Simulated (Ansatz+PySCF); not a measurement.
singlet H2O2 in separate pieces: levels of theory in one basis

```xyz
4

O     0.0000    0.0000   -0.1085
H     0.0000    0.0000    0.8679
O    10.0000    0.0000   -0.1085
H    10.0000    0.0000    0.8679
```

Basis set: STO-3G (spherical functions). Left uncorrelated: 2 orbitals. Charge 0, multiplicity 1.

Computed with Ansatz (development build ahead of 0.2.0); each method stands on the lowest determinant of its kind that the runs found. NEVPT2 correlates all electrons. Active spaces start from the frontier orbitals, and the lowest solution found is given.

| method | E − E(RHF) (eV) | <S²> of the determinant |
| --- | --- | --- |
| RHF | 0.00 | 0.00 |
| UHF | -11.31 | 1.01 |
| UHF-MP2 | -12.18 | 1.01 |
| RHF-CCSD | -12.69 | – |
| UHF-CCSD | -12.67 | 1.01 |
| RHF-CCSD(T) | -12.69 | – |
| UHF-CCSD(T) | -12.67 | 1.01 |
| full CI (lowest root of this spin) | -12.67 | – |
| SC-NEVPT2(6,4) | -12.18 | – |

(1) What does CASSCF(6,4) give on the same scale?

(2) Is a single determinant a sound starting point here?

## Answers

(1) -11.25 eV.

At such a shape the full CI root can have another spatial symmetry than the determinants, so the rows needn't describe one state.

(2) It is doubtful. Unrestricted orbitals lower Hartree–Fock by 11.31 eV and <S²> is 1.01 where a pure state has 0.00, a sign of strong static correlation. The CASSCF(6,4) natural occupations are 1.50, 1.50, 1.50, 1.50.

Caution for RHF, RHF-CCSD, RHF-CCSD(T): an unrestricted determinant lies well below. Caution for UHF, UHF-MP2, UHF-CCSD, UHF-CCSD(T): the unrestricted determinant is a mixture of spin states; the determinant breaks the point group. Caution for UHF-MP2, UHF-CCSD, UHF-CCSD(T): bonds are stretched, where a single reference can fail. Caution for RHF-CCSD: large amplitudes, a single reference is doubtful. Caution for RHF-CCSD(T): very large amplitudes, the method is breaking down; the amplitudes may be one of several solutions.
